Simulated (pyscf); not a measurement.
6 gas-phase steps of one pattern: hydrogen abstraction on the doublet surface, C–H broken and H–H formed. Single points on ωB97X-D3(BJ)/def2-SVP structures (PySCF, gas phase). Electronic energies in kcal/mol, from the separated reactants; ΔE‡ at ωB97M-D3(BJ)/def2-TZVP, beside the barrier at r²SCAN/def2-TZVP on the same structures. Rows were drawn at random from the steps of this pattern with a verified saddle, stable references and no exit in the data more than 5 kcal/mol lower.

```json
[
 {"row": "1", "step": "H₃C–SiH: (SMILES C[SiH]) [singlet] + H• (SMILES [H]) → [H₂C=SiH]• (SMILES C=[SiH]) + H₂ (SMILES [H][H])", "ΔE‡(r²SCAN)": "-1.7", "ΔE‡": "7.7"},
 {"row": "2", "step": "H₃C–N(CH₃)–SiH₃ (SMILES CN(C)[SiH3]) + H• (SMILES [H]) -> •H₂C–N(CH₃)–SiH₃ (SMILES [CH2]N(C)[SiH3]) + H₂ (SMILES [H][H])", "ΔE‡(r²SCAN)": "-1.3", "ΔE‡": "?"},
 {"row": "3", "step": "H₂B–CH₃ (SMILES BC) + H• (SMILES [H]) → H₂B–CH₂• (SMILES B[CH2]) + H₂ (SMILES [H][H])", "ΔE‡(r²SCAN)": "1.2", "ΔE‡": "7.7"},
 {"row": "4", "step": "H₃C–B(CH₃)–CH₃ (SMILES CB(C)C) + H• (SMILES [H]) → •H₂C–B(CH₃)–CH₃ (SMILES [CH2]B(C)C) + H₂ (SMILES [H][H])", "ΔE‡(r²SCAN)": "1.7", "ΔE‡": "8.0"},
 {"row": "5", "step": "H₃C–Ga(OH)–OH (SMILES [CH3][Ga]([OH])[OH]) + H• (SMILES [H]) → •H₂C–Ga(OH)–OH (SMILES [CH2][Ga]([OH])[OH]) + H₂ (SMILES [H][H])", "ΔE‡(r²SCAN)": "7.3", "ΔE‡": "13.7"},
 {"row": "6", "step": "H₃C–Si(Cl)(Cl)–Cl (SMILES C[Si](Cl)(Cl)Cl) + H• (SMILES [H]) → •H₂C–Si(Cl)(Cl)–Cl (SMILES [CH2][Si](Cl)(Cl)Cl) + H₂ (SMILES [H][H])", "ΔE‡(r²SCAN)": "6.5", "ΔE‡": "12.7"}
]
```

Question: From a straight line through the complete rows, estimate the missing barrier and say how far the line can be trusted.

Answer: Over the 5 complete rows the means are +3.0 (ΔE‡(r²SCAN)) and 10.0 (ΔE‡); least squares gives b = 0.74 and a = 7.7 kcal/mol, with residuals of 0.9 kcal/mol (root mean square; largest 1.3, row 1). For row 2: 7.7 + 0.74 × (-1.3) = 6.7 kcal/mol. The computed barrier is 5.7 kcal/mol, 1.0 under the line. The line follows the complete rows closely. Each barrier is that of the saddle found. Elements up to Kr have no core potential and no relativistic terms here.
